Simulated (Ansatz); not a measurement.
## Worked example: building the atomization energy of C2H6S, singlet

Measured: the G2/97 heats of formation, with zero-point and thermal terms from B3LYP taken off, give an electronic atomization energy of 768.6 kcal/mol (Curtiss et al., J. Chem. Phys. 106, 1063 (1997); Staroverov et al., J. Chem. Phys. 119, 12129 (2003)). The calculation below tries to reproduce it.

Geometry (MP2(full)/6-31G*, from the G2/97 set):

```yaml
atoms:
  - { symbol: C, position_ang: [1.5629, 0.7481, 0.0000] }
  - { symbol: C, position_ang: [0.0486, 0.8951, 0.0000] }
  - { symbol: S, position_ang: [-0.7075, -0.7626, 0.0000] }
  - { symbol: H, position_ang: [-1.9867, -0.3590, 0.0000] }
  - { symbol: H, position_ang: [-0.2764, 1.4452, 0.8858] }
  - { symbol: H, position_ang: [-0.2764, 1.4452, -0.8858] }
  - { symbol: H, position_ang: [2.0351, 1.7338, 0.0000] }
  - { symbol: H, position_ang: [1.9035, 0.2064, 0.8855] }
  - { symbol: H, position_ang: [1.9035, 0.2064, -0.8855] }
```

Atomization energies (atoms less molecule, kcal/mol) from Ansatz 0.2.0, frozen cores, restricted molecule, unrestricted atoms, sets cc-pV(D+d)Z, cc-pV(T+d)Z, cc-pV(Q+d)Z:

| level | DZ | TZ | QZ |
| --- | --- | --- | --- |
| HF | 565.87 | 574.39 | 575.23 |
| CCSD(T) | 715.32 | 751.28 | 761.90 |
| CCSDT | 715.28 | 750.74 | – |
| CCSDT(Q) | 715.71 | 751.28 | – |

Extrapolate Hartree–Fock with exp(−5.46 √X) and the CCSD(T) correlation part with X⁻³ (X = 3, 4), add each higher step from the largest set that has it, and compare with the measured value.

Hartree–Fock: 575.23 + (575.23 − 574.39) × 0.301 = 575.48.
Correlation: TZ 176.89, QZ 186.67; (64 × 186.67 − 27 × 176.89) / 37 = 193.81.
Full triples (TZ): 750.74 − 751.28 = -0.54.
(Q) (TZ): 751.28 − 750.74 = 0.54.
Sum: 769.3 kcal/mol, 0.7 above the measured 768.6.

The steps beyond CCSD(T) add 0.00 kcal/mol, while going from QZ to the limit adds 7.39. Core correlation, scalar relativity, spin–orbit terms and the relaxation from this MP2 geometry are missing from the sum, and the measured value has its own uncertainty.
